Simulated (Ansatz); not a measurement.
Complex (SMILES): C (CH4) with F (HF), atoms 1 to 5 the first; geometry from A24 set, monomers rigid:
```xyz
7

C      0.0000     0.0000     1.7707
H      0.5159    -0.8936     1.4203
H      0.0000     0.0000     2.8581
H      0.5159     0.8936     1.4203
H     -1.0319     0.0000     1.4203
H      0.0000     0.0000    -0.5488
F      0.0000     0.0000    -1.4680
```

Interaction energy at MP2 with Ansatz (a quantum-chemistry and plane-wave program), kcal/mol, without and with the counterpoise correction (monomers among the partner's ghost functions). Cartesian d functions, on some or all atoms, in 6-31G**; all else is spherical. Cores are frozen. No added dispersion term, no relativity. Reference, counterpoise-corrected: Hartree-Fock in aug-cc-pVQZ plus the correlation part extrapolated as X^-3 from aug-cc-pVTZ and aug-cc-pVQZ, -1.62.

```json
[
 {"basis": "6-31G**", "functions": "55", "uncorrected": "-1.15", "counterpoise": "-0.41", "counterpoise correction": "0.74", "mean of both": "-0.78"},
 {"basis": "def2-SVPD", "functions": "83", "uncorrected": "-2.28", "counterpoise": "-0.94", "counterpoise correction": "1.34", "mean of both": "-1.61"},
 {"basis": "aug-cc-pVDZ", "functions": "91", "uncorrected": "-1.86", "counterpoise": "-1.04", "counterpoise correction": "0.82", "mean of both": "-1.45"},
 {"basis": "def2-TZVP", "functions": "92", "uncorrected": "-1.45", "counterpoise": "-0.96", "counterpoise correction": "0.49", "mean of both": "-1.21"},
 {"basis": "def2-TZVPD", "functions": "122", "uncorrected": "-1.56", "counterpoise": "-1.24", "counterpoise correction": "0.32", "mean of both": "-1.40"},
 {"basis": "aug-cc-pVTZ", "functions": "207", "uncorrected": "-1.85", "counterpoise": "-1.49", "counterpoise correction": "0.35", "mean of both": "-1.67"},
 {"basis": "pcseg-3", "functions": "285", "uncorrected": "-1.68", "counterpoise": "-1.49", "counterpoise correction": "0.19", "mean of both": "-1.58"},
 {"basis": "aug-cc-pVQZ", "functions": "390", "uncorrected": "-1.76", "counterpoise": "-1.56", "counterpoise correction": "0.20", "mean of both": "-1.66"}
]
```

The corrected value lies nearer the reference in 2 of 8 rows.
